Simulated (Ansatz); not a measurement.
# BH2F: basis-set convergence

Aim: see how fast density functionals and correlated methods converge with the basis set for BH2F.

Method: one geometry, several basis sets; program: Ansatz 0.2.0, Gaussian basis.

Levels to be run: PBE0-D4/def2-SVP; ωB97M-V/def2-SVP; PBE0-D4/def2-QZVPP; ωB97M-V/def2-QZVPP; CCSD(T)/cc-pV(D+d)Z; CCSD(T)/cc-pV(T+d)Z; CCSD(T)/cc-pV(Q+d)Z; the functionals' def2-TZVPP values are taken from earlier runs.

## (1) The geometry

An earlier PBE0-D4/def2-TZVP relaxation fixed the geometry.

SMILES `BF`, 4 atoms, charge 0, spin multiplicity 1.

Atoms are counted from 1 here; the program's logs count them from 0.

Bond lengths: B1–F2 1.317 Å, B1–H3 1.197 Å, B1–H4 1.198 Å. Angles: F2–B1–H3 117.8°, F2–B1–H4 117.8°, H3–B1–H4 124.4°.

## (2) PBE0-D4 in def2-SVP

The input, in.yaml:

```yaml
crystal:
  periodic: [false, false, false]
  atoms:
    - {symbol: B, position_ang: [-0.027251, -0.003983, -0.030836]}
    - {symbol: F, position_ang: [1.061163, -0.296704, 0.649862]}
    - {symbol: H, position_ang: [-1.012481, -0.649130, 0.186214]}
    - {symbol: H, position_ang: [0.034170, 0.889617, -0.825640]}
basis:
  gaussian: {orbitals: def2-SVP}
hamiltonian: {xc: pbe0, dispersion: d4}
output: {orbitals: {seedname: orbitals}}
```

Further steps of the session: ωB97M-V in def2-SVP; PBE0-D4 in def2-QZVPP; ωB97M-V in def2-QZVPP; CCSD(T) in cc-pV(D+d)Z; CCSD(T) in cc-pV(T+d)Z; CCSD(T) in cc-pV(Q+d)Z.

**Question.** What will the summary of the whole plan be? Wanted: MP2 correlation recovered, cc-pV(D+d)Z; MP2 correlation recovered, cc-pV(T+d)Z; MP2 correlation recovered, cc-pV(Q+d)Z; CCSD(T) limit from def2 sets; PBE0-D4: double and triple zeta above quadruple; ωB97M-V: double and triple zeta above quadruple.

The runs gave:

| quantity | value |
| --- | --- |
| MP2 correlation recovered, cc-pV(D+d)Z | 67.2 % |
| MP2 correlation recovered, cc-pV(T+d)Z | 87.3 % |
| MP2 correlation recovered, cc-pV(Q+d)Z | 94.7 % |
| CCSD(T) limit from def2 sets (earlier runs) minus this one | 18 meV |
| PBE0-D4: double and triple zeta above quadruple | 4.34, 0.20 eV |
| ωB97M-V: double and triple zeta above quadruple | 4.47, 0.19 eV |

**Reading.** PBE0-D4 gains 4.15 eV from double to triple zeta, then 0.20 eV more. Correlation climbs from 67 % (cc-pV(D+d)Z) to 95 % (cc-pV(Q+d)Z) of the limit; Hartree-Fock is 0.083 eV from its own by then. A limit from the def2 sets, made apart, differs by 18 meV, a least measure of the doubt on such a limit. These are total energies; as a rule much of such shifts cancels in differences, which this series doesn't test. The LUMO of ωB97M-V is positive and keeps falling with the basis (1.15 to 0.62 eV): an unbound level that the basis holds in place.
